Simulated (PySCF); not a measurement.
Molecule: `C=CP(C)C`, C4H9P.

Bonds (- single, = double, # triple, : aromatic): C1=C2 1.337 Å, C2-P3 1.819 Å, P3-C4 1.844 Å, P3-C5 1.853 Å. C1 carries H6, H7; C2 carries H8; C4 carries H9, H10, H11; C5 carries H12, H13, H14. H7 is cis to P3; H6 is trans to P3.

Geometry PBE0-D3(BJ)/def2-SVP throughout; GIAO in PySCF 2.14, gas phase, one conformer, non-relativistic; equivalent atoms averaged; basis pcSseg-1.

Task: How do the shifts δ (against TMS, H3PO4 at the same level) depend on the functional? (ppm; last column core-seconds on 1 thread of an Arm Neoverse V1, shared host)

Result: 
| functional | kind | C2 | C1 | C4/C5 | P3 | H8 | H6 | H7 | H9/H10/H11/H12/H13/H14 | core-s |
| --- | --- | --- | --- | --- | --- | --- | --- | --- | --- | --- |
| WP04 | global hybrid | 151.1 | 124.6 | 15.3 | -24.6 | 6.06 | 5.45 | 5.11 | 1.01 | 9.3 |
| B97-2 | global hybrid | 149.1 | 122.6 | 14.4 | -60.1 | 6.40 | 5.74 | 5.34 | 1.04 | 8.8 |
| BHandHLYP | global hybrid | 155.0 | 127.5 | 14.3 | -59.0 | 6.35 | 5.71 | 5.35 | 1.01 | 8.9 |
| CAM-B3LYP | range-separated hybrid | 157.1 | 128.3 | 14.2 | -61.7 | 6.41 | 5.72 | 5.38 | 0.99 | 13 |
| wB97X-D | range-separated hybrid | 153.1 | 127.3 | 13.9 | -67.2 | 6.41 | 5.78 | 5.44 | 1.01 | 12 |
| LC-wPBE | range-separated hybrid | 155.6 | 132.1 | 12.5 | -81.0 | 6.46 | 5.89 | 5.57 | 0.99 | 19 |

Task: Which nucleus moves most, in ppm?

Result: P3 (phosphorus bonded to 3 C): from -81.0 ppm with LC-wPBE to -24.6 ppm with WP04. The smallest spread is 0.05 ppm, at H9/H10/H11/H12/H13/H14. Proton shifts span only some 12 ppm, so a few tenths of a ppm matter as much there as several ppm in carbon.
